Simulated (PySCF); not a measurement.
Unknown compound

The spectra below were simulated for a compound C₂H₅NO.

1H NMR (600 MHz, computed): δ 7.52 (q, J = 6.9 Hz, 1H), 6.16 (br s, 1H), 1.83 (d, J = 6.9 Hz, 3H).

13C{1H} NMR (computed): δ 157.7 (CH), 17.7 (CH3).

- PBE0-D3(BJ)/def2-SVP structure
- J couplings at B3LYP/pcJ-1
- NMR shieldings at CAM-B3LYP/pcSseg-2/GIAO
- run in PySCF 2.14
- gas phase, single conformer, one averaged value for each set of equivalent atoms, non-relativistic

References, each an isolated molecule treated in the same way: 1H, 13C vs TMS.

Problem. Deduce the structure.

Solution. 
1. Rings plus π bonds: 1 (no ring in the answer).
2. 2 carbon signals for 2 carbons: no two carbons are equivalent.
3. Carbon types of the structure: 1 × CH, 1 × CH3, leaving 1 H on heteroatoms.
4. δC 157.7: C=N carbon.
5. δC 17.7: methyl carbon; aliphatic region, no heteroatom directly attached.
6. δH 7.52: hydrogen on a C=N carbon.
7. δH 6.16: hydrogen on a N–OH oxygen; exchangeable, gas-phase position.
8. δH 1.83: hydrogen on a methyl carbon.
9. The protons at 1.83 and 7.52 share a coupling of 6.9 Hz (vicinal).

Structure: SMILES C/C=N/O.

The OH or NH signal is concentration- and solvent-dependent in practice; the value given is the gas-phase one. Multiplet labels drop couplings under 1 Hz and merge nearly equal ones. Unscaled 3J(H,H) at this level run about 10 % above measured values. Shifts are as computed, not scaled to solution data. Of 1211 compounds with measured shifts, 218 miss one by over three times the rms of a fit or turn the order of signals round; such compounds aren't used in these exercises.
